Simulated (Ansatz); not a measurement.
## Ga (model structure, started from the omega type, P6/mmm, No. 191, 3 atoms in the cell): properties by level of theory

```tsv
level (code)	equilibrium lattice constant a (Å)	lattice parameter c (Å)
PBE (Ansatz)	4.817	2.876
PBEsol (Ansatz)	4.710	2.814
PBE-D3(BJ) (Ansatz)	4.734	2.825
```

Ansatz's density-functional and Hartree–Fock values are scalar-relativistic unless marked +SOC, with PAW data made under PBE.

The computed numbers hold no vibrational or temperature effects.

A model structure was made by putting elements into a prototype or built by hand; it is no filed structure, need not be a known phase, and can be a saddle point held by its symmetry.

Ansatz is a quantum-chemistry and plane-wave program.
